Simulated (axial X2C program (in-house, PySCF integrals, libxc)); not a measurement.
## Working with the constants of BF⁺

A bond curve at the CCSD(T) level, with spin–orbit coupling, was computed with an in-house all-electron X2C program for linear molecules (integrals from PySCF) (basis F dyall-av3z [7s6p3d2f], B dyall-v3z [7s6p2d1f] (cores contracted in-house)) for the state Ω = 1/2 (⟨Sz⟩ = 0.50, ⟨Lz⟩ = 0.00 at HF). Its fit gives Re = 1.2177 Å, ωe = 1677.0 cm⁻¹, ωexe = 10.5 cm⁻¹ and αe = 1.595e-02 cm⁻¹; the masses are 18.9984 and 11.0093 u. Two-component means X2C with spin–orbit coupling and atomic mean-field Coulomb and Gaunt terms.

Correlated methods: 9 electrons correlated (number of frozen shells: F 1 s; B 1 s), 175 virtual spin orbitals or spinors in MP2, 90 natural virtuals in coupled cluster.

Task: Find the reduced mass, Be and the force constant.

Result: From the CCSD(T) values: μ = 6.9702 u. Be = 16.8576/(μ Re²) = 1.631 cm⁻¹. k = 5.8918×10⁻⁷ μ ωe² = 11.5 mdyn/Å.

Task: A Morse curve ties αe to the other constants (Pekeris). How well does that hold?

Result: αe(Morse) = 6Be²/ωe × (√(ωexe/Be) − 1) = 1.463e-02 cm⁻¹; the CCSD(T) curve gives 1.595e-02 cm⁻¹, a ratio of 0.92.

Task: Estimate De from a Morse curve and compare with the computed well depth of 4.846 eV to F + B+.

Result: De(Morse) = ωe²/(4ωexe) = 8.302 eV against 4.846 eV computed, a ratio of 1.71. The extrapolation overshoots: the well softens faster than a Morse curve, or the lowest atomic limit lies below the one to which the curve heads.

Task: Where do the fundamental and the first overtone lie?

Result: ν(1←0) = ωe − 2ωexe = 1656.0 cm⁻¹; ν(2←0) = 2ωe − 6ωexe = 3291.0 cm⁻¹.

Task: Estimate the centrifugal constant by the Kratzer relation.

Result: D = 4Be³/ωe² = 6.17e-06 cm⁻¹.

Occupations by symmetry block were frozen at the best pattern of an incomplete PBE0 search. Dissociation energies refer to the lowest single-determinant-based atoms at the same level and basis. Coupled cluster ran in a truncated set of natural virtual spinors; the MP2 energy of the rest was added. (T) has no such correction and the atoms are truncated less, which lowers De at CCSD(T) by a hundredth of an eV or more.
